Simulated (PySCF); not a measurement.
Level sweep

Compound: ethyl cyanide, C₃H₅N.
Geometry (PBE0-D3(BJ)/def2-SVP, Å), atoms numbered from 1 in this order:
```xyz
9
C3H5N angstrom
C     -0.9633    0.2969   -0.0145
C      0.3565   -0.3922   -0.3545
C      1.4389   -0.0292    0.5536
N      2.2830    0.2727    1.2854
H     -1.7436   -0.0143   -0.7233
H     -1.2956    0.0358    1.0004
H     -0.8641    1.3903   -0.0687
H      0.2444   -1.4884   -0.3253
H      0.6766   -0.1410   -1.3788
```

PySCF, dipoles from the SCF density, polarisabilities from static response with core orbitals frozen. Geometry: PBE0-D3(BJ)/def2-SVP; no solvent, vibrations or thermal averaging.

Problem. How do dipole and polarisability depend on functional and basis here?

Solution. 

| level | μ (D) | error (%) | α (Å³) | error (%) | anisotropy (Å³) |
| --- | --- | --- | --- | --- | --- |
| LDA/def2-SVPD | 4.170 | +4.0 | 6.34 | +1.5 | 2.68 |
| PBE/def2-SVPD | 4.054 | +1.1 | 6.26 | +0.3 | 2.66 |
| B3LYP/def2-SVPD | 4.117 | +2.6 | 6.13 | -1.8 | 2.54 |
| PBE0/def2-SVPD | 4.132 | +3.0 | 6.06 | -2.9 | 2.52 |
| BHandHLYP/def2-SVPD | 4.205 | +4.8 | 5.94 | -4.7 | 2.42 |
| CAM-B3LYP/def2-SVPD | 4.162 | +3.8 | 6.05 | -3.0 | 2.45 |
| wB97X-D/def2-SVPD | 4.180 | +4.2 | 6.07 | -2.7 | 2.46 |
| LC-wPBE/def2-SVPD | 4.160 | +3.7 | 5.91 | -5.2 | 2.38 |
| HF/def2-SVPD | 4.334 | +8.1 | 5.79 | -7.2 | 2.30 |
| PBE0/6-31G* | 3.938 | -1.8 | 4.99 | -20.1 | 2.63 |
| PBE0/def2-SVP | 3.905 | -2.6 | 5.09 | -18.5 | 2.52 |
| PBE0/6-31+G* | 4.161 | +3.7 | 5.60 | -10.2 | 2.82 |
| PBE0/aug-cc-pVDZ | 4.164 | +3.8 | 6.21 | -0.4 | 2.65 |
| PBE0/def2-TZVP | 4.131 | +3.0 | 5.85 | -6.3 | 2.66 |
| PBE0/def2-TZVPD | 4.162 | +3.8 | 6.22 | -0.4 | 2.60 |
| PBE0/aug-cc-pVTZ | 4.172 | +4.0 | 6.25 | +0.2 | 2.62 |

Reference dipole: 4.011 D (measured, gas; NIST CCCBDB Release 22 (SRD 101), experimental dipoles). Reference polarisability: 6.240 Å³ (measured, gas; NIST CCCBDB Release 22 (SRD 101), experimental polarizabilities). The anisotropy is √(½[(α1 − α2)² + (α2 − α3)² + (α3 − α1)²]). For the dipole, the smallest error is 1.1% (PBE/def2-SVPD) and the largest 8.1% (HF/def2-SVPD). For the polarisability, the smallest error is 0.2% (PBE0/aug-cc-pVTZ) and the largest 20.1% (PBE0/6-31G*). The dipole runs from 3.91 D (PBE0/def2-SVP) to 4.33 D (HF/def2-SVPD). In one basis (def2-SVPD) the functionals order the polarisability from HF (lowest) to LDA (highest), a spread of 9%. With PBE0 the polarisability is 5.31 Å³ without diffuse functions (mean of 6-31G*, def2-SVP and def2-TZVP) and 6.07 Å³ with them (mean of 6-31+G*, def2-SVPD, aug-cc-pVDZ, def2-TZVPD and aug-cc-pVTZ). Measured values can belong to vibrating molecules and may average over conformers; the computed ones are for one fixed geometry.
